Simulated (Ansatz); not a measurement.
**SiH4O2 (SMILES O[SiH2]O): the energy to break a bond**

SiH4O2: 7 atoms, total charge 0, spin state singlet. SMILES: `O[SiH2]O`. The shape was relaxed beforehand at wB97X-V/def2-SVP. This is one conformer, not always the lowest.

```xyz
7

O    -1.3997   -0.2542   -0.3574
Si    0.0520    0.4274    0.0802
O     1.2856   -0.6824    0.1817
H    -1.4625   -0.6131   -1.2493
H     0.5203    1.4052   -0.9360
H    -0.2204    1.0574    1.3981
H     1.2246   -1.3404    0.8827
```

Wanted: the dissociation energy of the H7–O3 bond into doublet H and doublet SiH3O2 (shapes relaxed at wB97X-V/def2-SVP, no zero-point term). 1 Eh = 2625.50 kJ/mol = 27.2114 eV. Totals in Eh; open shells run unrestricted unless said.

```tsv
level	program	SiH4O2	doublet H	doublet SiH3O2
SVWN5/def2-TZVP	Ansatz	-440.263504	-0.478344	-439.572030
PBE0-D4/def2-TZVP	Ansatz	-442.233252	-0.501036	-441.541408
RPA@PBE/def2-TZVP, 7 core orbitals frozen	Ansatz	-442.077344	-0.513303	-441.375868
```

**Question.** Work out the dissociation energy at each level.

**Answer.** 
1. SVWN5/def2-TZVP: (-0.478344) + (-439.572030) − (-440.263504) = 0.213130 Eh = 559.6 kJ/mol = 5.80 eV.
2. PBE0-D4/def2-TZVP: (-0.501036) + (-441.541408) − (-442.233252) = 0.190808 Eh = 501.0 kJ/mol = 5.19 eV.
3. RPA@PBE/def2-TZVP: (-0.513303) + (-441.375868) − (-442.077344) = 0.188173 Eh = 494.0 kJ/mol = 5.12 eV.

The levels span 494 to 560 kJ/mol; no measured value is set beside them. A bond enthalpy at 298 K also holds the loss of zero-point energy and thermal terms.
